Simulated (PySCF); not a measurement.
# SMILES Cl, ClH

Cartesian coordinates in Å; atom numbers follow the order of the lines, from 1:
```xyz
2

Cl    0.651   -0.002   -0.003
H    -0.634    0.005   -0.011
```

The calculation used GIAO LDA/aug-pcSseg-2 magnetisability, rotational g tensor and spin-rotation constants, non-relativistic, gas phase (PySCF). Geometry: PBE0-D3(BJ)/def2-SVP.

(1) How diamagnetic is it, and how anisotropic?

(2) Split it along the inertial axes a, b, c into diamagnetic and paramagnetic parts about the centre of mass, with the quadrupole moment.

(3) And the rotational g tensor?

## Answers

(1) Isotropic -416 × 10⁻³⁰ J/T², or -25.1 × 10⁻⁶ cm³/mol; principal values -417, -417, -416 × 10⁻³⁰ J/T², anisotropy 1 × 10⁻³⁰ J/T² (root of half the summed squared differences of the principal values). The susceptibility is in cgs units.

(2) 
```csv
axis,χ (10⁻⁶ cm³/mol),diamagnetic (10⁻⁶ cm³/mol),paramagnetic (10⁻⁶ cm³/mol),summed x² of all electrons (Å²),quadrupole Θ (D Å)
a,-25.0,-25.0,0.0,3.8,+3.70
b,-25.1,-28.5,3.4,3.0,-1.85
c,-25.1,-28.5,3.4,3.0,-1.85
```
Anisotropies 2χaa − χbb − χcc = +0.2 and 2χbb − χaa − χcc = -0.1 × 10⁻⁶ cm³/mol. Θ is traceless in Buckingham's convention.

(3) 
| axis | rotational constant (GHz) | g | nuclear part | electronic part |
| --- | --- | --- | --- | --- |
| b | 312.4043 | +0.4907 | 0.9852 | -0.4945 |
| c | 312.4043 | +0.4907 | 0.9852 | -0.4945 |

Linear; isotopes 35Cl, 1H; no vibrational averaging.
